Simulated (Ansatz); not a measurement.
The same path of B2H5Si (8 atoms, charge 0, multiplicity 2) was run twice with different band settings. The coordinate that changes most is the dihedral B1–Si2–B3–H8.

These are results of UKS CAM-B3LYP/STO-3G (Ansatz), not measurements.

Relaxed end points:

```xyz
8
Properties=species:S:1:pos:R:3
B -1.095 0.773 -1.067
Si 0.036 0.432 0.423
B 1.064 -1.142 0.706
H -1.223 -0.016 -1.918
H -1.687 1.776 -1.163
H 0.126 1.464 1.428
H 1.740 -1.264 1.651
H 1.039 -2.023 -0.060
```

```xyz
8
Properties=species:S:1:pos:R:3
B -1.099 0.771 -1.066
Si 0.036 0.432 0.423
B 1.066 -1.141 0.706
H -1.228 -0.019 -1.916
H -1.689 1.774 -1.162
H 0.127 1.464 1.426
H 1.040 -2.023 -0.059
H 1.747 -1.259 1.648
```

Common settings: movable images 5; climbing image yes; spring 5.0 eV/Å²; optimiser quadratic models (default); start path IDPP; iteration limit 60; end points relaxed.

| run | force threshold |
| --- | --- |
| 1 | 0.03 eV/Å |
| 2 | 0.2 eV/Å |

Task: What does each run give, and how far can it be trusted?

Result: Run 1: converged after 7 iterations, highest image 0.294 eV above the first end. A vibrational analysis at the climbing image gives one clearly imaginary mode, 345i cm⁻¹: a first-order saddle point.
Run 2: converged after 4 iterations, highest image 0.296 eV above the first end. The threshold of 0.2 eV/Å is loose, so the images may lie well off the minimum-energy path. Another band between the same ends (5 images) ends at a top of the same energy, where a vibrational analysis finds 1 clearly imaginary mode.
Limits of this set-up: minimal basis.
